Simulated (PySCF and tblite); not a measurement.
Results of a calculation; reference values are marked as such.
C3H4F2O, numbered as in [F:1][C@@H:2]1[CH2:3][O:4][C@@H:5]1[F:6].

Search: ETKDG and KDG, MMFF94s, GFN2-xTB, 45 starts; geometries at PBE0-D3(BJ)/def2-SVP. Free energies are B3LYP-D3(BJ)/def2-TZVP (IEF-PCM, chloroform) single points with GFN2-xTB rigid-rotor and vibrational terms (modes under about 100 cm⁻¹ blended into free rotors). Symmetry numbers and mirror images are counted. Conformers within 2.5 kcal/mol (GFN2-xTB free energy) were kept, 4 at most. GIAO shieldings: wB97X-D/pcSseg-1 (IEF-PCM, chloroform). Shifts are against TMS (¹H), TMS (¹³C), CFCl3 (¹⁹F) at the same level; of two unlike H on one atom, a is the less shielded. Programs: PySCF with density fitting and tblite.

Problem. What shifts does this protocol give at 298.15 K under fast conformational exchange?

Solution. ¹H: 5.85 (H5, 1H), 5.20 (H2, 1H), 4.99 (H3a, 1H), 4.85 (H3b, 1H) ppm. ¹³C: 117.1 (C5), 84.7 (C2), 80.7 (C3) ppm. ¹⁹F: -146.5 (F6), -208.9 (F1) ppm.

Unscaled ¹⁹F shifts at such levels can be off by tens of ppm; differences between conformers or isomers are more reliable. Shifts are unscaled: against experiment ¹³C can be off by 15 ppm or more and ¹H by 0.8 ppm.
